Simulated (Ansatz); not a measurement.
C2H6B, SMILES `[CH2]BC` radical, 9 atoms. Charge 0, multiplicity 2. All runs use 2 threads of a server CPU on a shared host. Correlated methods freeze the cores. Open-shell runs search over several starts.

(1) Give the basis size and wall time and peak host memory of each of these runs in Ansatz. UKS PBE0-D4/def2-TZVPP energy; UKS PBE0-D4/def2-TZVP relaxation (15 steps); direct RPA on PBE orbitals/def2-TZVPP energy; UKS r2SCANh-D4/def2-TZVPP energy; UKS PBE0-D4/def2-SVP energy; UKS PBE0-D4/def2-TZVP frequencies; UKS B3LYP-D4/def2-TZVPP energy and forces; UHF-CCSD(T)/def2-TZVPP energy; UKS ωB97X-V/def2-TZVPP energy; UKS PBE0-D4/def2-QZVPP energy; UKS ωB97M-V/def2-QZVPP energy; UKS ωB97M-V/def2-SVP energy. (An estimate is asked.)

## Answers

(1) Computed: Other jobs shared the machine, so times are rough.

```tsv
level	job	functions	wall time	peak host memory (GiB)
UKS PBE0-D4/def2-SVP	energy	72	0.65 s	0.16
UKS PBE0-D4/def2-TZVPP	energy	177	1.6 s	0.35
UKS B3LYP-D4/def2-TZVPP	energy and forces	177	1.8 s	0.35
UKS ωB97M-V/def2-SVP	energy	72	1.9 s	0.28
direct RPA on PBE orbitals/def2-TZVPP	energy	177	2 s	0.37
UKS r2SCANh-D4/def2-TZVPP	energy	177	2.4 s	0.39
UKS PBE0-D4/def2-QZVPP	energy	351	3.7 s	0.94
UKS ωB97X-V/def2-TZVPP	energy	177	4 s	0.49
UKS ωB97M-V/def2-QZVPP	energy	351	8.5 s	1.2
UKS PBE0-D4/def2-TZVP	relaxation (15 steps)	129	19 s	0.25
UHF-CCSD(T)/def2-TZVPP	energy	177	35 s	4.2
UKS PBE0-D4/def2-TZVP	frequencies	129	40 s	0.25
```

B3LYP here is the variant with VWN-RPA as its local correlation; programs differ in this.
